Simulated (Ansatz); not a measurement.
`N#CC(F)F`. The species carries charge 0 and has multiplicity 1.

```tsv
atom	x (Å)	y (Å)	z (Å)
N1	2.145	0.166	0.138
C2	1.003	0.083	0.065
C3	-0.459	-0.088	-0.034
F4	-0.921	0.580	-1.105
F5	-1.047	0.406	1.070
H6	-0.719	-1.147	-0.133
```

(1) List the harmonic frequencies (cm⁻¹, unscaled) at PBE0-D4/def2-TZVP in Ansatz. (An estimate is asked.)

(2) Is this a minimum?

(3) Give the ideal-gas thermochemistry at 298.15 K and 1 bar (rigid rotor, harmonic oscillator; point group Cs, symmetry number 1).

(4) And at 400, 500, 600, 800 and 1000 K?

(5) Rotational constants (cm⁻¹)?

Answers

(1) Computed: 196, 261, 480, 584, 654, 952, 1149, 1161, 1369, 1396, 2403, 3095.

(2) Yes, all 12 modes are real.

(3) Zero-point energy 81.9 kJ/mol; H(298) − E = 96.3 kJ/mol; entropy 292.6 J/(mol·K), of which translation 163.0, rotation 106.0, vibration 23.5; G(298) − E = 9.0 kJ/mol.

(4) 
| T (K) | H − E (kJ/mol) | S (J/mol/K) | G − E (kJ/mol) |
| --- | --- | --- | --- |
| 400 | 103.6 | 313.8 | -21.9 |
| 500 | 111.9 | 332.1 | -54.2 |
| 600 | 120.9 | 348.5 | -88.2 |
| 800 | 140.7 | 377.0 | -160.8 |
| 1000 | 162.3 | 401.0 | -238.7 |

(5) 0.3345, 0.1374, 0.1034.
